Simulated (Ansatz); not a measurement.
Ansatz (a first-principles code) input (B3LYP/6-31G*):

Ansatz 0.2 input:
```yaml
crystal:
  periodic: [false, false, false]
  atoms:
    - {symbol: F, position_ang: [-0.00000000, -0.00000000, -0.69824324]}
    - {symbol: F, position_ang: [0.00000000, 0.00000000, 0.69824324]}
basis:
  gaussian:
    orbitals: 6-31G*
hamiltonian:
  xc: {name: B3LYP}
output: {forces: true}
```

From the last part of the output:

```
WARN ansatz: RAYON_NUM_THREADS=1 ignored (pool sized by the plan → 1); use --threads N
Functional definition: B3LYP
integrals: 0.00 GiB planned
256 factors; their error is unknown
mean field: 0.06 GiB planned
mean field evaluation 1: about -5428.4028 eV, gradient 1.2e1 eV
mean field evaluation 2: about -5428.5759 eV, gradient 5.7e0 eV
mean field evaluation 4: about -5428.6255 eV, gradient 2.0e-1 eV
mean field evaluation 8: about -5428.6229 eV, gradient 1.6e-3 eV
mean field -5428.62292586 eV, -199.4982128726 hartree, gradient 4.7e-6 eV, S^2 0.000000; 0 other end points of the search recorded, 0 dependent functions left out
the calculation of the forces begins
reference -5428.62297768 eV, -199.4982147769 hartree; 9, 9 occupied and 21, 21 virtual orbitals, 256 factors
Total energy: -5428.62297768 eV, -199.4982147769 hartree
Atom 0 at    -0.000000    -0.000000    -0.698243 Å, force     0.000000     0.000000    -0.261609 eV/Å
Atom 1 at     0.000000     0.000000     0.698243 Å, force    -0.000000    -0.000000     0.261609 eV/Å
Dipole moment:    -0.000000    -0.000000     0.000000 e Å
```
